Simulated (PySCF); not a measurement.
Molecule (SMILES): C=O (CH2-O).
Geometry (B3LYP-D3(BJ)/def2-TZVP, fixed):
```xyz
4

O     -0.0009    -0.0102     0.6728
C      0.0007     0.0079    -0.5259
H     -0.0027     0.9554    -1.0993
H      0.0057    -0.9218    -1.1276
```

How fast the mean static polarisability converges with the basis for several methods (PySCF): deviation from each method's own reference, in %. References: HF 16.78 bohr³, the value in d-aug-cc-pVTZ; PBE 18.89 bohr³, the value in d-aug-cc-pVTZ; PBE0 17.93 bohr³, the value in d-aug-cc-pVTZ. All functions are spherical. Density fitting with generated auxiliary sets. No added dispersion term, no relativity. 

```
basis        functions   HF    PBE   PBE0
-----------  ---------  ---  -----  -----
6-31G**             38  [?]  -29.2  -26.8
pcseg-1             38  [?]  -27.0  -25.7
cc-pVDZ             38  [?]  -27.7  -26.1
aug-pcseg-1         64  [?]   -2.0   -1.9
cc-pVTZ             88  [?]  -15.9  -14.4
def2-TZVPP          90  [?]  -12.8  -11.3
def2-TZVPD          95  [?]   -1.3   -1.0
def2-TZVPPD        111  [?]   -1.1   -0.7
aug-pcseg-2        138  [?]   -0.6   -0.6
def2-QZVPP         174  [?]   -7.4   -6.3
def2-QZVPPD        195  [?]   -0.6   -0.4
aug-cc-pVQZ        252  [?]   -0.3   -0.2
```

**Question.** Some entries are withheld; supply them.

**Answer.** 
- 6-31G**, HF: -23.9
- pcseg-1, HF: -23.8
- cc-pVDZ, HF: -23.9
- aug-pcseg-1, HF: -1.9
- cc-pVTZ, HF: -12.6
- def2-TZVPP, HF: -9.7
- def2-TZVPD, HF: -0.8
- def2-TZVPPD, HF: -0.5
- aug-pcseg-2, HF: -0.4
- def2-QZVPP, HF: -5.3
- def2-QZVPPD, HF: -0.2
- aug-cc-pVQZ, HF: -0.1

Mean absolute deviation over cc-pVTZ, def2-TZVPP, def2-TZVPD, def2-TZVPPD, aug-pcseg-2: HF 4.8, PBE0 5.6, PBE 6.3 %.
